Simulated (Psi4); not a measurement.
# CS2 (carbon disulfide) at B3LYP/cc-pVDZ (sweep point 1)

What is the vertical electron affinity of CS2 (carbon disulfide) at B3LYP/cc-pVDZ (sweep point 1)? 

Program for the calculation: Psi4 1.11.

## (1) The structure to begin with

CS2: 3 atoms, total charge 0, spin state singlet. SMILES: `S=C=S`. The shape is that of a PBE0-D4/def2-TZVP optimisation.

Bond lengths: S1–C2 1.548 Å, C2–S3 1.548 Å. Angles: S1–C2–S3 180.0°.

## (2) A single-point energy at B3LYP/cc-pVDZ (sweep point 1)

The input, cs2.in:

```
memory 1600 mb

molecule m {
  S      1.357000    -0.156000     0.729100
  C      0.000000     0.000000     0.000000
  S     -1.357000     0.156000    -0.729100
  symmetry c1
}

set {
  basis                cc-pVDZ
  puream               true
  scf_type             pk
  dft_radial_points    99
  dft_spherical_points 590
}

energy("b3lyp")
```

Run with:

```
$ psi4 -n 1 cs2.in cs2.out
```

cs2.out:

```text
[...]
  Running in c1 symmetry.
[...]
  Nuclear repulsion =  109.366273386320273
[...]
  Multiplicity = 1
[...]
  Nalpha       = 19
  Nbeta        = 19
[...]
    Number of basis functions: 50
[...]
   @RKS iter   1:  -834.43512906363264   -4.19638e-02   7.98900e-03 ADIIS/DIIS
[...]
   @RKS iter   7:  -834.52952356238654   -7.64120e-08   5.64113e-07 DIIS
[...]
    Orbital Energies [Eh]
    ---------------------
    Doubly Occupied:
       1A    -88.909794     2A    -88.909794     3A    -10.306875
       4A     -7.974367     5A     -7.974361     6A     -5.937248
       7A     -5.937227     8A     -5.932175     9A     -5.932175
      10A     -5.932172    11A     -5.932172    12A     -0.865966
      13A     -0.776214    14A     -0.507651    15A     -0.431018
      16A     -0.392095    17A     -0.392095    18A     -0.275252
      19A     -0.275252
[...]
  @RKS Final Energy:  -834.52952356238654
   => Energetics <=
    Nuclear Repulsion Energy =            109.3662733863202732
    One-Electron Energy =               -1368.0259812456088184
    Two-Electron Energy =                 469.8903642631233311
    DFT Exchange-Correlation Energy =     -45.7601799662212869
    Empirical Dispersion Energy =           0.0000000000000000
    VV10 Nonlocal Energy =                  0.0000000000000000
    Total Energy =                       -834.5295235623865437
[...]
 Multipole Moments:
 ------------------------------------------------------------------------------------
     Multipole            Electronic (a.u.)      Nuclear  (a.u.)        Total (a.u.)
 ------------------------------------------------------------------------------------
 L = 1.  Multiply by 2.5417464519 to convert [e a0] to [Debye]
 Dipole X            :         -0.0000000            0.0000000           -0.0000000
 Dipole Y            :         -0.0000000            0.0000000           -0.0000000
 Dipole Z            :         -0.0000000            0.0000000           -0.0000000
 Magnitude           :                                                    0.0000000
[...]
```

It took 11 s on 1 thread of Intel Xeon Platinum 8259CL at 2.50GHz (Skylake/Cascade Lake), shared host; peak memory 0.52 GiB.

## (3) The doublet anion, same level

The input, calc.dat:

```
memory 1.6 GB

molecule {
  -1 2
  S      1.357000    -0.156000     0.729100
  C      0.000000     0.000000     0.000000
  S     -1.357000     0.156000    -0.729100
  units angstrom
  symmetry c1
}

set globals {
  basis cc-pVDZ
  reference uks
  puream true
  scf_type pk
  dft_radial_points 99
  dft_spherical_points 590
  maxiter 150
}

result, w = energy('b3lyp', return_wfn=True)
print_variables()
```

Run with:

```
$ psi4 -i calc.dat -o calc.out -n 1
```

calc.out:

```text
[...]
  Running in c1 symmetry.
[...]
  Nuclear repulsion =  109.366273386320273
[...]
  Multiplicity = 2
[...]
  Nalpha       = 20
  Nbeta        = 19
[...]
    Number of basis functions: 50
[...]
   @UKS iter   1:  -834.27023966771026    1.22926e-01   1.23841e-02 DIIS/ADIIS
[...]
   @UKS iter   8:  -834.50729439887209   -1.10713e-07   7.84526e-07 DIIS
[...]
   @S^2 Observed:                7.540568087E-01
[...]
    Orbital Energies [Eh]
    ---------------------
    Alpha Occupied:
       1A    -88.642205     2A    -88.642205     3A    -10.000141
       4A     -7.705800     5A     -7.705796     6A     -5.669038
       7A     -5.669017     8A     -5.664949     9A     -5.664946
      10A     -5.663085    11A     -5.663083    12A     -0.603607
      13A     -0.512755    14A     -0.259296    15A     -0.176701
      16A     -0.149715    17A     -0.138952    18A     -0.036996
      19A     -0.031577    20A      0.113913
    Alpha Virtual:
      21A      0.180579    22A      0.302600    23A      0.379651
      24A      0.562511    25A      0.636719    26A      0.671334
[...]
  @UKS Final Energy:  -834.50729439887209
   => Energetics <=
    Nuclear Repulsion Energy =            109.3662733863202732
    One-Electron Energy =               -1378.0254986948070837
    Two-Electron Energy =                 480.1902867102009509
    DFT Exchange-Correlation Energy =     -46.0383558005863094
    Empirical Dispersion Energy =           0.0000000000000000
    VV10 Nonlocal Energy =                  0.0000000000000000
    Total Energy =                       -834.5072943988720908
[...]
 Multipole Moments:
 ------------------------------------------------------------------------------------
     Multipole            Electronic (a.u.)      Nuclear  (a.u.)        Total (a.u.)
 ------------------------------------------------------------------------------------
 L = 1.  Multiply by 2.5417464519 to convert [e a0] to [Debye]
 Dipole X            :         -0.0000000            0.0000000           -0.0000000
 Dipole Y            :         -0.0000000            0.0000000           -0.0000000
 Dipole Z            :          0.0000000            0.0000000            0.0000000
 Magnitude           :                                                    0.0000000
[...]
```

Wall time 15 s (1 thread of Intel Xeon Platinum 8259CL at 2.50GHz (Skylake/Cascade Lake), shared host); peak memory 0.52 GiB.

## (4) Summary of results

At B3LYP/cc-pVDZ (sweep point 1):

```
                                         quantity          value
                        singlet CS2: total energy  -834.52952 Eh
                       singlet CS2: dipole moment         0.00 D
                         singlet CS2: HOMO energy       -7.49 eV
                         singlet CS2: LUMO energy       -1.87 eV
                       singlet CS2: HOMO–LUMO gap        5.62 eV
                      doublet anion: total energy  -834.50729 Eh
doublet anion: HOMO energy (highest over α and β)        3.10 eV
 doublet anion: LUMO energy (lowest over α and β)        4.91 eV
                              doublet anion: ⟨S²⟩          0.754
vertical electron affinity (to the doublet anion)      -0.605 eV
```

What this shows: The anion lies 0.60 eV (58.4 kJ/mol) above the neutral: the electron isn't bound at this level, and such a value depends on the basis. Without diffuse functions anions come out too high. The HOMO (doublet anion) lies at positive energy, 3.10 eV; only total energies tell whether the electron is bound.
